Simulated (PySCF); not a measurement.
Molecule: ethylene, SMILES C=C (C₂H₄). Atoms near the plane z = 0.0 Å, at the PBE0/def2-SVP optimised geometry (x, y, z in Å): C1 (-0.3, -0.6, 0.0), C2 (0.3, 0.6, 0.0), H3 (0.1, -1.5, 0.0), H4 (-1.4, -0.6, 0.0), H5 (-0.1, 1.5, 0.0), H6 (1.4, 0.6, 0.0).

Calculation: PBE0/def2-TZVP in PySCF 2.14.0. Cells within 0.4 Å of a nucleus heavier than hydrogen are left out (blank, or x). The values are rescaled to run from 0 to 1.

```
|00000000000000000000000000000|
|00000000000000000000000000000|
|00000000000000000000000000000|
|00000000000000000000000000000|
|00000000000111110000000000000|
|00000000001233321000000000000|
|00000000011368852100000000000|
|00000000012699994100000000000|
|00000000013899999421111000000|
|00000000012899999964321100000|
|00000000002599999999963110000|
|000000000114999xx999995210000|
|00000011113699xxx999996210000|
|000001124569999xx999995210000|
|00001137999999999999973110000|
|000012599999xx999965421100000|
|000012699999xxx99631111000000|
|000012599999xx999411000000000|
|00001136999999999520000000000|
|00000112346999999821000000000|
|00000011112499999831000000000|
|00000000000149999621000000000|
|00000000000125886311000000000|
|00000000000012333210000000000|
|00000000000001111100000000000|
|00000000000000000000000000000|
|00000000000000000000000000000|
|00000000000000000000000000000|
|00000000000000000000000000000|
```
Scale: ten equal steps from 0.000 (start of '0') to 1.00 (end of '9'), in the order '0123456789'; x runs from -4.00 to 4.00, y from -4.00 (bottom) to 4.00 (top).

Problem. Which quantity is mapped?
A. electrostatic potential
B. deformation density (molecule minus spherical neutral atoms)
C. log10 of the electron density
D. Laplacian of the electron density

Solution. A, electrostatic potential. In full: electrostatic potential (hartree/e), clipped to [-0.08, 0.12].
